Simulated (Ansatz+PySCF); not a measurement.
**doublet C2H: levels of theory in one basis**

```yaml
atoms:
  - { symbol: C, position_ang: [0.0000, 0.0000, 0.0000] }
  - { symbol: C, position_ang: [1.2128, 0.0000, 0.0000] }
  - { symbol: H, position_ang: [-1.0582, 0.0000, 0.0000] }
```

Basis set: cc-pVTZ (spherical functions). Correlated methods keep 2 orbitals frozen. Correlation on ROHF uses semicanonical orbitals with singles. Charge 0, multiplicity 2.

Computed with Ansatz (development build ahead of 0.2.0); each method stands on the lowest determinant of its kind that the runs found.

```csv
method,E − E(ROHF) (eV),<S²> of the determinant
ROHF,0.00,0.75
UHF,-0.45,1.15
UHF-MP2,-6.99,1.15
UHF-CCSD,-7.94,1.15
ROHF-CCSD(T),-8.37,–
UHF-CCSD(T),-8.34,1.15
```

**Question.** What does ROHF-MP2 give on the same scale?

**Answer.** -7.54 eV.

The restricted and unrestricted rows may stand on different electronic states: another unrestricted solution lies nearer the restricted one.

Caution for UHF, UHF-MP2, UHF-CCSD, UHF-CCSD(T): the unrestricted determinant is spin contaminated. Caution for ROHF-MP2, UHF-MP2: forces differ strongly between restricted and unrestricted references. Caution for UHF-MP2: MP2 forces lie far from those of the mean fields.
